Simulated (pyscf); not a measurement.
**Addition: HC≡C–CH=CH₂ + CH₃• → •HC=C=CH–CH₂–CH₃**

Gas phase, doublet surface, charge 0. Bonds broken: none. Bonds formed: C4–C9. PySCF, gas phase, ωB97X-D3(BJ)/def2-SVP geometries.

Transition state (Å):

```xyz
12

C     -1.1979    -2.4589     1.4222
C     -1.3875    -1.5359     0.6580
C     -1.6173    -0.4411    -0.2344
C     -0.6159     0.2649    -0.8193
H     -1.0294    -3.2805     2.0959
H     -2.6610    -0.1487    -0.3966
H      0.4215    -0.0703    -0.7455
H     -0.8431     1.0451    -1.5495
C      0.0007     2.0021     0.7769
H      0.2218     1.3335     1.6120
H     -0.9384     2.5597     0.8058
H      0.8401     2.4385     0.2285
```

One imaginary mode, 359i cm⁻¹; descent along it reached the two sides named.

| bond | change | reactant side (Å) | saddle | product side |
|---|---|---|---|---|
| C4–C9 | forms | 3.8 | 2.438 | 1.534 |

Electronic energies relative to the separated reactants (eV):

| level | barrier | reaction energy | reverse barrier |
|---|---|---|---|
| ωB97X-D3(BJ)/def2-TZVP | 0.09 | -1.78 | 1.87 |
| PBE/def2-TZVP | -0.02 | -1.72 | 1.71 |
| r²SCAN/def2-TZVP | 0.01 | -1.72 | 1.73 |
| B3LYP-D3(BJ)/def2-TZVP | 0.03 | -1.61 | 1.65 |
| PBE0-D3(BJ)/def2-TZVP | 0.02 | -1.85 | 1.87 |
| M06-2X/def2-TZVP | 0.11 | -1.63 | 1.74 |
| ωB97M-D3(BJ)/def2-TZVP | 0.12 | -1.66 | 1.78 |
| HF/def2-TZVP | 0.25 | -1.40 | 1.65 |

With ωB97M-D3(BJ)/def2-TZVP energies and thermal terms (ideal gas, 1 atm, RRHO with modes under 100 cm⁻¹ raised to 100, one conformer, R ln 2 for rigid chiral ones), in eV:

```json
[
 {"T (K)": "298", "ΔH‡": "0.16", "ΔG‡": "0.56", "ΔH": "-1.49", "ΔG": "-1.04"},
 {"T (K)": "600", "ΔH‡": "0.17", "ΔG‡": "0.96", "ΔH": "-1.50", "ΔG": "-0.57"},
 {"T (K)": "900", "ΔH‡": "0.20", "ΔG‡": "1.35", "ΔH": "-1.48", "ΔG": "-0.11"},
 {"T (K)": "1200", "ΔH‡": "0.22", "ΔG‡": "1.73", "ΔH": "-1.44", "ΔG": "+0.34"}
]
```

At PBE this geometry lies under the reactants; that is no barrier but a single point on another level's saddle; such a level's own saddle, if it has one, lies nearer that side and is low. •HC=C=CH–CH₂–CH₃ lies 0.60 eV over its isomer •H₂C–C(=CH₂)–CH=CH₂, and others may lie lower still (electronic energy, ωB97M-D3(BJ)). This is the saddle that the search found; another between the same sides may lie lower.
